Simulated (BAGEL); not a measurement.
**CH5NSi (SMILES C[Si]N): a chain of runs**

We compute a single-point energy (HF/def2-SV(P)), then a single-point energy (NEVPT2(2,2)/def2-SV(P)), then the energy (CASPT2(2,2)/def2-SV(P)) of CH5NSi. 

The calculation is run with BAGEL 1.2.2.

1 further run of the same task is left out (set aside as unsound or not needed).

## (1) The molecule

The species is CH5NSi (8 atoms), meant as a singlet with charge 0. SMILES: `C[Si]N`. The C1–Si2 distance was set to 5.332 Å, away from the relaxed value. At this shape a bond of the SMILES string is far longer than usual.

Bond lengths: Si2–N3 1.709 Å, C1–H4 1.094 Å, C1–H5 1.094 Å, C1–H6 1.098 Å, N3–H7 1.008 Å, N3–H8 1.010 Å. Angles: Si2–N3–H7 121.7°, Si2–N3–H8 126.1°, H7–N3–H8 112.1°, H4–C1–H5 108.8°, H4–C1–H6 108.0°, H5–C1–H6 106.1°.

## (2) The energy at HF/def2-SV(P) (density fitting with svp-jkfit) (run 1)

hf.json reads:

```json
{ "bagel" : [

{
  "title" : "molecule",
  "basis" : "def2-sv_p_.json",
  "df_basis" : "svp-jkfit",
  "angstrom" : "true",
  "geometry" : [
    { "atom" : "C", "xyz" : [   -3.582812,    1.132317,   -2.315723 ] },
    { "atom" : "Si", "xyz" : [    0.963800,    0.653800,    0.427700 ] },
    { "atom" : "N", "xyz" : [    0.932200,   -1.034400,    0.690700 ] },
    { "atom" : "H", "xyz" : [   -3.949212,    0.205817,   -2.767923 ] },
    { "atom" : "H", "xyz" : [   -3.485312,    1.891017,   -3.097723 ] },
    { "atom" : "H", "xyz" : [   -4.354212,    1.502617,   -1.627723 ] },
    { "atom" : "H", "xyz" : [    1.651200,   -1.501900,    1.220100 ] },
    { "atom" : "H", "xyz" : [    0.225200,   -1.675700,    0.360300 ] }
  ]
},
{
  "title" : "hf"
},
{
  "title" : "print",
  "file" : "orbitals.molden",
  "orbitals" : "true"
}

]}
```

The basis set def2-SV(P) is read from a file made from the Basis Set Exchange's data (not shown).

Run with:

```
$ BAGEL_NUM_THREADS=1 BAGEL hf.json > hf.out
```

Output:

```text
* using 1 threads per process

  ===============================================================
  ===============================================================

  *** Geometry ***

  { "atom" : "C", "xyz" : [     -6.770533,      2.139769,     -4.376082 ] },
  { "atom" : "Si", "xyz" : [      1.821318,      1.235503,      0.808236 ] },
  { "atom" : "N", "xyz" : [      1.761603,     -1.954733,      1.305234 ] },
  { "atom" : "H", "xyz" : [     -7.462929,      0.388938,     -5.230616 ] },
  { "atom" : "H", "xyz" : [     -6.586285,      3.573504,     -5.853848 ] },
  { "atom" : "H", "xyz" : [     -8.228268,      2.839535,     -3.075951 ] },
  { "atom" : "H", "xyz" : [      3.120316,     -2.838180,      2.305655 ] },
  { "atom" : "H", "xyz" : [      0.425566,     -3.166614,      0.680868 ] },

  Number of auxiliary basis functions:      370

  Since a DF basis is specified, we compute 2- and 3-index integrals:
    o Being stored without compression. Storage requirement is 0.009 GB

  Number of basis functions:       56
  Number of electrons      :       32

    * METHOD: MOLECULE                             0.10

  *** RHF ***

  === Nuclear Repulsion ===
    72.9821383774

      * DIIS with orbital gradients will be used.

  === RHF iteration (def2-sv_p_.json) ===
      0       -383.39466644          0.02866895           0.02
      1       -383.10212865          0.03308831           0.02
      2       -383.62207318          0.01204541           0.02
      3       -383.69612250          0.00505732           0.02
      4       -383.71641166          0.00550646           0.02
      5       -383.71989084          0.00454042           0.02
      6       -383.72748161          0.00104387           0.02
      7       -383.72782726          0.00040607           0.02
      8       -383.72788893          0.00003129           0.02
      9       -383.72788946          0.00000610           0.02
     10       -383.72788950          0.00000272           0.02
     11       -383.72788951          0.00000104           0.02
     12       -383.72788951          0.00000010           0.02
     13       -383.72788951          0.00000003           0.02
     14       -383.72788951          0.00000001           0.02
     15       -383.72788951          0.00000001           0.02
    * SCF iteration converged.

    * Permanent dipole moment:
           (   -2.507756,     1.189122,    -1.696446) a.u.

    * METHOD: HF                                   0.44

    * METHOD: PRINT                                0.01

  ===============================================================
```

Run time: 0.71 s. Hardware: 1 thread of Arm Neoverse V2, shared host; peak memory 0.14 GiB.

## (3) The energy at NEVPT2(2,2)/def2-SV(P) (density fitting with svp-jkfit) (run 2)

input.json reads:

```json
{ "bagel" : [

{
  "title" : "molecule",
  "basis" : "def2-sv_p_.json",
  "df_basis" : "svp-jkfit",
  "angstrom" : "true",
  "geometry" : [
    { "atom" : "C", "xyz" : [      -3.582812,       1.132317,      -2.315723 ] },
    { "atom" : "Si", "xyz" : [       0.963800,       0.653800,       0.427700 ] },
    { "atom" : "N", "xyz" : [       0.932200,      -1.034400,       0.690700 ] },
    { "atom" : "H", "xyz" : [      -3.949212,       0.205817,      -2.767923 ] },
    { "atom" : "H", "xyz" : [      -3.485312,       1.891017,      -3.097723 ] },
    { "atom" : "H", "xyz" : [      -4.354212,       1.502617,      -1.627723 ] },
    { "atom" : "H", "xyz" : [       1.651200,      -1.501900,       1.220100 ] },
    { "atom" : "H", "xyz" : [       0.225200,      -1.675700,       0.360300 ] }
  ]
},

{
  "title" : "hf"
},

{
  "title" : "casscf",
  "nstate" : 1,
  "nact" : 2,
  "nclosed" : 15,
  "active" : [16, 17],
  "maxiter" : 200,
  "natocc" : "true"
},

{
  "title" : "nevpt2",
  "nstate" : 1,
  "nact" : 2,
  "nclosed" : 15,
  "active" : [16, 17],
  "maxiter" : 200,
  "natocc" : "true",
  "ncore" : 7
},

{
  "title" : "print",
  "file" : "orbitals.molden",
  "orbitals" : "true"
}

]}
```

The basis set def2-SV(P) is read from a file made from the Basis Set Exchange's data (not shown).

Run with:

```
$ BAGEL_NUM_THREADS=1 BAGEL input.json > input.out
```

Output:

```text
* using 1 threads per process

  ===============================================================
  ===============================================================

  *** Geometry ***

  { "atom" : "C", "xyz" : [     -6.770533,      2.139769,     -4.376082 ] },
  { "atom" : "Si", "xyz" : [      1.821318,      1.235503,      0.808236 ] },
  { "atom" : "N", "xyz" : [      1.761603,     -1.954733,      1.305234 ] },
  { "atom" : "H", "xyz" : [     -7.462929,      0.388938,     -5.230616 ] },
  { "atom" : "H", "xyz" : [     -6.586285,      3.573504,     -5.853848 ] },
  { "atom" : "H", "xyz" : [     -8.228268,      2.839535,     -3.075951 ] },
  { "atom" : "H", "xyz" : [      3.120316,     -2.838180,      2.305655 ] },
  { "atom" : "H", "xyz" : [      0.425566,     -3.166614,      0.680868 ] },

  Number of auxiliary basis functions:      370

  Since a DF basis is specified, we compute 2- and 3-index integrals:
    o Being stored without compression. Storage requirement is 0.009 GB

  Number of basis functions:       56
  Number of electrons      :       32

    * METHOD: MOLECULE                             0.10

  *** RHF ***

  === Nuclear Repulsion ===
    72.9821383774

      * DIIS with orbital gradients will be used.

  === RHF iteration (def2-sv_p_.json) ===
      0       -383.39466644          0.02866895           0.02
      1       -383.10212865          0.03308831           0.02
      2       -383.62207318          0.01204541           0.02
      3       -383.69612250          0.00505732           0.02
      4       -383.71641166          0.00550646           0.02
      5       -383.71989084          0.00454042           0.02
      6       -383.72748161          0.00104387           0.02
      7       -383.72782726          0.00040607           0.02
      8       -383.72788893          0.00003129           0.02
      9       -383.72788946          0.00000610           0.02
     10       -383.72788950          0.00000272           0.02
     11       -383.72788951          0.00000104           0.02
     12       -383.72788951          0.00000010           0.02
     13       -383.72788951          0.00000003           0.02
     14       -383.72788951          0.00000001           0.02
     15       -383.72788951          0.00000001           0.02
    * SCF iteration converged.

    * Permanent dipole moment:
           (   -2.507756,     1.189122,    -1.696446) a.u.

    * METHOD: HF                                   0.44

  ---------------------------
      CASSCF calculation
  ---------------------------

    ==== Active orbitals : =====
         Orbital 16
         Orbital 17
    ============================

    * nstate   :      1
    * nclosed  :     15
    * nact     :      2
    * nvirt    :     39
  === CASSCF iteration (def2-sv_p_.json) ===

    * Using the second-order algorithm

      0  0      -383.85319631     1.23e-02      0.01

      1  0      -383.87245791     3.81e-04      0.15

      2  0      -383.87248098     2.03e-05      0.16

      3  0      -383.87248106     3.59e-06      0.15

      4  0      -383.87248106     6.38e-07      0.15

      5  0      -383.87248106     1.13e-07      0.13

      6  0      -383.87248106     2.01e-08      0.11

      7  0      -383.87248106     3.58e-09      0.09

    * Second-order optimization converged. *

     guess   0:   closed 1.                   open ..

  === FCI iteration ===

      0  0      -383.70242990     9.31e-02      0.00
      1  0      -383.86326507     2.71e-02      0.00
      2  0 *    -383.87248106     2.49e-16      0.00

     * ci vector, state   0, <S^2> = 0.0000
       2.     0.7281149274
       .2    -0.6854550696

    * METHOD: CASSCF                               1.00

    * freezing 7 orbitals

  === DF-NEVPT2 calculation ===

    * 3-index integral transformation done
    * assembly done

      NEVPT2 correlation energy:   -0.3363214247      0.04

          (+0)     -0.2780156150
          (+0)'    -0.0110416103
          (+1)     -0.0084155504
          (+1)'    -0.0000000000
          (+2)     -0.0000084490
          (-1)     -0.0388283045
          (-1)'     0.0000000000
          (-2)     -0.0000118954

      NEVPT2 total energy:       -384.2088024826

    * METHOD: NEVPT2                               0.09

    * METHOD: PRINT                                0.01

  ===============================================================
```

It took 1.8 s on 1 thread of Arm Neoverse V2, shared host; peak memory 0.14 GiB.

## (4) A single-point energy at CASPT2(2,2)/def2-SV(P) (density fitting with svp-jkfit) (run 3)

caspt2.json reads:

```json
{ "bagel" : [

{
  "title" : "molecule",
  "basis" : "def2-sv_p_.json",
  "df_basis" : "svp-jkfit",
  "angstrom" : "true",
  "geometry" : [
    { "atom" : "C", "xyz" : [      -3.582812,       1.132317,      -2.315723 ] },
    { "atom" : "Si", "xyz" : [       0.963800,       0.653800,       0.427700 ] },
    { "atom" : "N", "xyz" : [       0.932200,      -1.034400,       0.690700 ] },
    { "atom" : "H", "xyz" : [      -3.949212,       0.205817,      -2.767923 ] },
    { "atom" : "H", "xyz" : [      -3.485312,       1.891017,      -3.097723 ] },
    { "atom" : "H", "xyz" : [      -4.354212,       1.502617,      -1.627723 ] },
    { "atom" : "H", "xyz" : [       1.651200,      -1.501900,       1.220100 ] },
    { "atom" : "H", "xyz" : [       0.225200,      -1.675700,       0.360300 ] }
  ]
},

{ "title" : "hf" },

{ "title" : "casscf", "nstate" : 1, "nact" : 2, "nclosed" : 15, "active" : [16, 17], "maxiter" : 200, "natocc" : "true" },

{ "title" : "print", "file" : "orbitals.molden", "orbitals" : "true" },

{ "title" : "smith", "method" : "caspt2", "ms" : "true", "xms" : "true", "sssr" : "true", "shift" : 0.2, "shift_imag" : "true", "ncore" : 7 }

]}
```

The basis set def2-SV(P) is read from a file made from the Basis Set Exchange's data (not shown).

Run with:

```
$ BAGEL_NUM_THREADS=1 BAGEL caspt2.json > caspt2.out
```

Output:

```text
* using 1 threads per process

  ===============================================================
  ===============================================================

  *** Geometry ***

  { "atom" : "C", "xyz" : [     -6.770533,      2.139769,     -4.376082 ] },
  { "atom" : "Si", "xyz" : [      1.821318,      1.235503,      0.808236 ] },
  { "atom" : "N", "xyz" : [      1.761603,     -1.954733,      1.305234 ] },
  { "atom" : "H", "xyz" : [     -7.462929,      0.388938,     -5.230616 ] },
  { "atom" : "H", "xyz" : [     -6.586285,      3.573504,     -5.853848 ] },
  { "atom" : "H", "xyz" : [     -8.228268,      2.839535,     -3.075951 ] },
  { "atom" : "H", "xyz" : [      3.120316,     -2.838180,      2.305655 ] },
  { "atom" : "H", "xyz" : [      0.425566,     -3.166614,      0.680868 ] },

  Number of auxiliary basis functions:      370

  Since a DF basis is specified, we compute 2- and 3-index integrals:
    o Being stored without compression. Storage requirement is 0.009 GB

  Number of basis functions:       56
  Number of electrons      :       32

    * METHOD: MOLECULE                             0.10

  *** RHF ***

  === Nuclear Repulsion ===
    72.9821383774

      * DIIS with orbital gradients will be used.

  === RHF iteration (def2-sv_p_.json) ===
      0       -383.39466644          0.02866895           0.02
      1       -383.10212865          0.03308831           0.02
      2       -383.62207318          0.01204541           0.02
      3       -383.69612250          0.00505732           0.02
      4       -383.71641166          0.00550646           0.02
      5       -383.71989084          0.00454042           0.02
      6       -383.72748161          0.00104387           0.02
      7       -383.72782726          0.00040607           0.02
      8       -383.72788893          0.00003129           0.02
      9       -383.72788946          0.00000610           0.02
     10       -383.72788950          0.00000272           0.02
     11       -383.72788951          0.00000104           0.02
     12       -383.72788951          0.00000010           0.02
     13       -383.72788951          0.00000003           0.02
     14       -383.72788951          0.00000001           0.02
     15       -383.72788951          0.00000001           0.02
    * SCF iteration converged.

    * Permanent dipole moment:
           (   -2.507756,     1.189122,    -1.696446) a.u.

    * METHOD: HF                                   0.42

  ---------------------------
      CASSCF calculation
  ---------------------------

    ==== Active orbitals : =====
         Orbital 16
         Orbital 17
    ============================

    * nstate   :      1
    * nclosed  :     15
    * nact     :      2
    * nvirt    :     39
  === CASSCF iteration (def2-sv_p_.json) ===

    * Using the second-order algorithm

      0  0      -383.85319631     1.23e-02      0.01

      1  0      -383.87245791     3.81e-04      0.15

      2  0      -383.87248098     2.03e-05      0.15

      3  0      -383.87248106     3.59e-06      0.15

      4  0      -383.87248106     6.38e-07      0.15

      5  0      -383.87248106     1.13e-07      0.13

      6  0      -383.87248106     2.01e-08      0.11

      7  0      -383.87248106     3.58e-09      0.09

    * Second-order optimization converged. *

     guess   0:   closed 1.                   open ..

  === FCI iteration ===

      0  0      -383.70242990     9.31e-02      0.00
      1  0      -383.86326507     2.71e-02      0.00
      2  0 *    -383.87248106     2.49e-16      0.00

     * ci vector, state   0, <S^2> = 0.0000
       2.     0.7281149274
       .2    -0.6854550696

    * METHOD: CASSCF                               0.99

    * METHOD: PRINT                                0.01

  === SMITH program ===

    * freezing 7 orbitals

    * Approximate memory requirement for SMITH calulation per MPI process:
      o Storage requirement for T-amplitude, lambda, and residual is 0.00 GB
      o Storage requirement for MO integrals is 0.00 GB
    * Calculating and saving rdm4f

    * Zeroth order energy : state  0       -0.2165567184

    * CASPT2 iteration is performed using orthogonal basis

      -------------------------------------------  CASPT2 iteration  ---------------------------------------------------
       #      aibj      arbs      arbi      airj      risj      airs      arst      rist         Etot      error   time
      ------------------------------------------------------------------------------------------------------------------

       0  -0.27637  -0.00002  -0.04266  -0.00921  -0.00001  -0.01064  -0.00000  -0.00000   -0.3389091  0.0005821   0.02
       1  -0.27637  -0.00002  -0.04270  -0.00921  -0.00001  -0.01069  -0.00000   0.00000   -0.3389974  0.0000398   0.02
       2  -0.27637  -0.00002  -0.04270  -0.00921  -0.00001  -0.01069  -0.00000  -0.00000   -0.3389979  0.0000025   0.02
       3  -0.27637  -0.00002  -0.04270  -0.00921  -0.00001  -0.01069  -0.00000  -0.00000   -0.3389979  0.0000002   0.02

      ------------------------------------------------------------------------------------------------------------------

    * CASPT2 energy : state  0     -384.2139803478
        w/o shift correction       -384.2114789485
        reference weight              0.8853651048

    * METHOD: SMITH                                0.14

  ===============================================================
```

Run time: 1.8 s. Hardware: 1 thread of Arm Neoverse V2, shared host; peak memory 0.14 GiB.

## (5) Outcome

| quantity | value |
| --- | --- |
| run 1, HF/def2-SV(P): total energy | -383.72789 Eh |
| run 1, HF/def2-SV(P): dipole moment | 8.27 D |
| run 1, HF/def2-SV(P): HOMO energy | -4.62 eV |
| run 1, HF/def2-SV(P): LUMO energy | -1.26 eV |
| run 1, HF/def2-SV(P): HOMO–LUMO gap | 3.35 eV |
| run 2, NEVPT2(2,2)/def2-SV(P): total energy | -384.20880 Eh |
| run 3, CASPT2(2,2)/def2-SV(P): total energy | -384.21398 Eh |

**Reading.** One bond (run 1, HF/def2-SV(P)) is far stretched, which a spin-restricted single reference describes badly; a broken-symmetry solution may lie lower.
